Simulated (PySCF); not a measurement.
Molecule: `Fc1ccccc1`, C6H5F.

Molfile (atoms numbered from 1):
```
C6H5F
     RDKit          3D

 12 12  0  0  0  0  0  0  0  0999 V2000
   -2.2346   -1.2777   -0.1212 F   0  0  0  0  0  0  0  0  0  0  0  0
   -1.1170   -0.5513   -0.1294 C   0  0  0  0  0  0  0  0  0  0  0  0
    0.1125   -1.2000   -0.1540 C   0  0  0  0  0  0  0  0  0  0  0  0
    1.2767   -0.4334   -0.1623 C   0  0  0  0  0  0  0  0  0  0  0  0
    1.2071    0.9597   -0.1461 C   0  0  0  0  0  0  0  0  0  0  0  0
   -0.0379    1.5883   -0.1217 C   0  0  0  0  0  0  0  0  0  0  0  0
   -1.2113    0.8357   -0.1131 C   0  0  0  0  0  0  0  0  0  0  0  0
    0.1403   -2.2910   -0.1663 H   0  0  0  0  0  0  0  0  0  0  0  0
    2.2479   -0.9331   -0.1815 H   0  0  0  0  0  0  0  0  0  0  0  0
    2.1225    1.5551   -0.1525 H   0  0  0  0  0  0  0  0  0  0  0  0
   -0.1003    2.6789   -0.1090 H   0  0  0  0  0  0  0  0  0  0  0  0
   -2.1969    1.3042   -0.0941 H   0  0  0  0  0  0  0  0  0  0  0  0
  1  2  1  0
  2  3  2  0
  3  4  1  0
  4  5  2  0
  5  6  1  0
  6  7  2  0
  7  2  1  0
  3  8  1  0
  4  9  1  0
  5 10  1  0
  6 11  1  0
  7 12  1  0
M  END
```

Geometry PBE0-D3(BJ)/def2-SVP throughout; GIAO in PySCF, gas phase, one conformer, non-relativistic; equivalent atoms averaged; functional PBE0.

For orientation, cc-pVTZ gives these absolute shieldings σ: F1 290.6, C2 17.5, C4/C6 52.7, C5 60.0, C3/C7 68.0, H9/H11 23.76, H10 24.00, H8/H12 24.14 ppm.

A run gave: F1 303.3, C2 38.4, C4/C6 70.1, C5 77.2, C3/C7 83.6, H9/H11 24.65, H10 24.93, H8/H12 25.15 ppm (absolute shieldings σ).

Problem. Which basis set was used in that run?
A. 6-31G
B. pcSseg-2
C. pcSseg-1
D. 6-31G*

Solution. D. H9/H11 tells them apart best: 6-31G* gives 24.65, pcSseg-2 gives 23.66, 6-31G gives 25.18, pcSseg-1 gives 23.81 ppm.
